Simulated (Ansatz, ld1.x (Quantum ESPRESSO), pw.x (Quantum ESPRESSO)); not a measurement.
# potassium: one change to the RRKJ potential, in the atom and in the sc crystal

* Element: K
* Generator: ld1.x (Quantum ESPRESSO) 7.5
* Type: norm-conserving RRKJ (Kleinman–Bylander form)
* Functional: PBEsol
* Relativity: scalar-relativistic
* Frozen core: [Ar]
* Valence charge: 1
* Reference configuration: 3d0.5 4s0.5 4p0
* Partial waves: 4p (bound, empty): rc 4.20 bohr; 3d (bound): rc 4.20 bohr; 4s (bound): rc 4.20 bohr
* Local potential: the s channel
* Core correction: Bessel-smoothed model core inside 2.90 bohr

Change: core correction Bessel-smoothed model core inside 3.92 bohr.

Cutoffs, loose and tight: the cutoffs (Ry, on a coarse ladder) from which the occupation-weighted sum of valence levels, in a spherical-Bessel basis at the reference potential, stays within 10 and 1 mRy of its value at 400 Ry. They do not see the model core or the augmentation charge, which bear on the density cutoff. Test errors are all-electron minus pseudo excitation energies from the reference, over the configurations 3d0 4s1 4p0; 3d0 4s0.5 4p0; 3d0 4s0 4p1; 3d1 4s0 4p0; variants that change the core or the reference have their own tests.

Crystal test: sc K in pw.x 7.5, no spin, 8³ k-points, Fermi–Dirac smearing 0.01 Ry, cutoffs set for each file from its atomic test. The reference is all-electron LAPW (Ansatz 0.2.0) with the same functional, mesh and smearing; V0 and B0 come from Birch–Murnaghan fits to the pressures at five volumes. Errors are pseudo minus all-electron; Δ is the rms difference of the E(V) curves that follow from these fits, minima aligned, over ±6 % about the mean V0. Mesh and smearing are coarse, so the numbers serve the comparison and aren't converged zero-temperature values; the lattice is a test structure that the element need not adopt.

All-electron: a0 = 4.241 Å (V0 = 76.30 Å³/atom), B0 = 2.8 GPa.

Problem. Does the change bring the crystal closer to the all-electron result?

Solution. The mean pressure error goes from +0.00 to -0.04 GPa, so the change moves the solid further from the all-electron pressures.

| quantity | base | changed |
| --- | --- | --- |
| outcome (atom) | generated | generated |
| cutoff, loose (atom) | 6 Ry | 6 Ry |
| cutoff, tight (atom) | 8 Ry | 8 Ry |
| bound ghosts (atom) | none | none |
| largest test error (meV) (atom) | -3.2 | +7.0 |
| cutoffs in pw.x (Ry) | 50/200 | 50/200 |
| a0 (Å) | 4.243 | 4.220 |
| a0 error (%) | +0.03 | -0.51 |
| B0 error (%) | -0.4 | +3.7 |
| Δ (meV/atom) | 0.0 | 0.7 |
| mean pressure error (GPa) | +0.00 | -0.04 |

Base: The largest radius (4.20 bohr) exceeds half the bond length (4.00 bohr), so the spheres overlap, which is one possible source of error among others. Changed file: The largest radius (4.20 bohr) exceeds half the bond length (4.00 bohr), so the spheres overlap, which is one possible source of error among others. This is a poor potential for the solid. The atomic cutoffs weigh occupied waves only.
